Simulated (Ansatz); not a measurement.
**BNH3Cl (SMILES NBCl) at CAM-B3LYP/aug-cc-pVDZ**

What is the vertical singlet–triplet gap of BNH3Cl at CAM-B3LYP/aug-cc-pVDZ? 

The calculation is run with Ansatz 0.2.0.

61 further runs of the same task are left out: 61 set aside as unsound or not needed.

## (1) The molecule

BNH3Cl has 6 atoms, charge 0, and is taken as a singlet. As SMILES, `NBCl`. The shape is that of a PBE0-D4/def2-TZVP optimisation.

Bond lengths: N1–B2 1.383 Å, B2–Cl3 1.768 Å, N1–H4 1.005 Å, N1–H5 1.006 Å, B2–H6 1.191 Å. Angles: N1–B2–Cl3 119.7°, N1–B2–H6 121.5°, Cl3–B2–H6 118.8°, B2–N1–H4 122.2°, B2–N1–H5 123.2°, H4–N1–H5 114.7°.

## (2) The energy at CAM-B3LYP/aug-cc-pVDZ

job.yaml reads:

```yaml
crystal:
  periodic: [false, false, false]
  atoms:
    - {symbol: N, position_ang: [-0.395600, -0.007800, -0.658000]}
    - {symbol: B, position_ang: [0.369600, -0.158900, 0.483700]}
    - {symbol: Cl, position_ang: [0.529900, 1.189300, 1.616000]}
    - {symbol: H, position_ang: [-0.511800, -0.749300, -1.326600]}
    - {symbol: H, position_ang: [-0.878600, 0.844500, -0.888200]}
    - {symbol: H, position_ang: [0.928800, -1.181900, 0.727100]}
basis:
  gaussian: {orbitals: aug-cc-pVDZ}
hamiltonian: {xc: {name: CAM-B3LYP}}
accuracy: high
output: {orbitals: {seedname: orbitals}}
```

Launch:

```sh
$ ansatz run job.yaml --threads 1 --pin off --max-ram 3480MiB --events-out events.jsonl --progress --plain --runs-dir runs
```

What it wrote:

```text
Warning: RAYON_NUM_THREADS=1 ignored (pool sized by the plan → 1); use --threads N
Functional definition: CAM-B3LYP
  name "CAM-B3LYP"
  parameter alpha = 0.19
  parameter beta = 0.46
  parameter omega = 0.33/bohr
  parameter ac = 0.81
  exchange = (1 - alpha - beta)*b88_x + beta*b88_x_sr(omega) + alpha*exact_x + beta*exact_x_lr(omega)
  correlation = (1 - ac)*vwn5_c + ac*lyp_c
1994 factors; integrals over basis functions are off by at most 3.2e-9 eV
504 factors; integrals over basis functions are off by at most 2.5e-9 eV
mean field evaluation 1: about -14734.4823 eV, gradient 5.2e1 eV
mean field evaluation 2: about -14732.2669 eV, gradient 6.0e1 eV
mean field evaluation 4: about -14739.8928 eV, gradient 1.3e0 eV
mean field evaluation 8: about -14739.8985 eV, gradient 1.5e-2 eV
mean field evaluation 16: about -14739.8985 eV, gradient 1.3e-6 eV
mean field -14739.89846747 eV, -541.6812776175 hartree, gradient 7.3e-8 eV, S^2 0.000000; 0 other end points of the search recorded, 0 dependent functions left out
reference -14739.89848833 eV, -541.6812783839 hartree; 16, 16 occupied and 84, 84 virtual orbitals, 1994 factors
Total energy: -14739.89848833 eV, -541.6812783839 hartree
```

Wall time 8.4 s (1 thread of Arm Neoverse V1, shared host); peak memory 0.34 GiB.

## (3) The triplet, same level

molecule.yaml reads:

```yaml
crystal:
  periodic: [false, false, false]
  atoms:
    - {symbol: N, position_ang: [-0.395600, -0.007800, -0.658000]}
    - {symbol: B, position_ang: [0.369600, -0.158900, 0.483700]}
    - {symbol: Cl, position_ang: [0.529900, 1.189300, 1.616000]}
    - {symbol: H, position_ang: [-0.511800, -0.749300, -1.326600]}
    - {symbol: H, position_ang: [-0.878600, 0.844500, -0.888200]}
    - {symbol: H, position_ang: [0.928800, -1.181900, 0.727100]}
basis:
  gaussian: {orbitals: aug-cc-pVDZ}
magnetization: {spin_polarized: true, initial_magnetization: 2}
hamiltonian: {xc: {name: CAM-B3LYP}}
accuracy: high
output: {orbitals: {seedname: orbitals}}
```

Launch:

```sh
$ ansatz run molecule.yaml --threads 1 --pin off --max-ram 3480MiB --events-out events.jsonl --progress --plain --runs-dir runs
```

What it wrote:

```text
Warning: RAYON_NUM_THREADS=1 ignored (pool sized by the plan → 1); use --threads N
[... 8 set-up lines as earlier in the session ...]
1994 factors; integrals over basis functions are off by at most 3.2e-9 eV
504 factors; integrals over basis functions are off by at most 2.5e-9 eV
mean field evaluation 1: about -14723.6505 eV, gradient 4.5e1 eV
mean field evaluation 2: about -14696.5425 eV, gradient 7.6e1 eV
mean field evaluation 4: about -14732.6441 eV, gradient 3.1e0 eV
mean field evaluation 8: about -14732.8332 eV, gradient 5.8e-1 eV
mean field evaluation 16: about -14732.8467 eV, gradient 1.3e-2 eV
mean field evaluation 32: about -14732.8914 eV, gradient 8.2e0 eV
mean field -14733.50496455 eV, -541.4463207190 hartree, gradient 2.6e-8 eV, S^2 2.008502; 4 other end points of the search recorded, 0 dependent functions left out
reference -14733.50498358 eV, -541.4463214184 hartree; 17, 15 occupied and 83, 85 virtual orbitals, 1994 factors
Total energy: -14733.50498358 eV, -541.4463214184 hartree
```

Run time: 25 s. Hardware: 1 thread of Arm Neoverse V1, shared host; peak memory 0.47 GiB.

## (4) Outcome

Level: CAM-B3LYP/aug-cc-pVDZ.

```
                                        quantity          value
                           singlet: total energy  -541.68128 Eh
                            singlet: HOMO energy       -9.84 eV
                            singlet: LUMO energy        0.19 eV
                          singlet: HOMO–LUMO gap       10.03 eV
                           triplet: total energy  -541.44632 Eh
     triplet: HOMO energy (highest over α and β)       -3.60 eV
                                   triplet: ⟨S²⟩          2.009
vertical energy of the triplet above the singlet       6.394 eV
```

**Reading.** At this shape the triplet lies 6.39 eV (617 kJ/mol) above the singlet.
